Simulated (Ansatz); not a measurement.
Ansatz (a first-principles code) input (RPA@PBE/cc-pVTZ):

Ansatz 0.2 input:
```yaml
crystal:
  periodic: [false, false, false]
  atoms:
    - {symbol: C, position_ang: [-0.00000000, -0.00000000, -0.51434199]}
    - {symbol: O, position_ang: [0.00000000, 0.00000000, 0.58709802]}
    - {symbol: H, position_ang: [-0.00000000, -0.00000000, -1.61073223]}
basis:
  gaussian:
    orbitals: cc-pVTZ
hamiltonian:
  xc: pbe
total_charge: 1
magnetization: {spin_polarized: false}
correlation: {method: rpa, electrons: outside_noble_gas}
```

Output:

```
Functional definition: PBE
integrals: 0.02 GiB planned
440 factors; integrals over basis functions are off by at most 1.2e-3 eV
mean field: 0.15 GiB planned
mean field evaluation 1: about -3075.2035 eV, gradient 9.1e1 eV
mean field evaluation 2: about -3075.1961 eV, gradient 9.1e1 eV
mean field evaluation 4: about -3084.2040 eV, gradient 3.9e1 eV
mean field evaluation 8: about -3087.5765 eV, gradient 5.6e-1 eV
mean field evaluation 16: about -3087.5738 eV, gradient 1.7e-5 eV
mean field evaluation 32: about -3062.9353 eV, gradient 1.9e1 eV
mean field -3087.57382444 eV, -113.4662452154 hartree, gradient 5.7e-6 eV, S^2 0.000000; 2 other end points of the search recorded, 0 dependent functions left out
2 core orbitals not correlated
reference -3074.63930171 eV, -112.9909102724 hartree; 5, 5 occupied and 67, 67 virtual orbitals, 440 factors
Total energy: -3089.77627598 eV, -113.5471838167 hartree
```
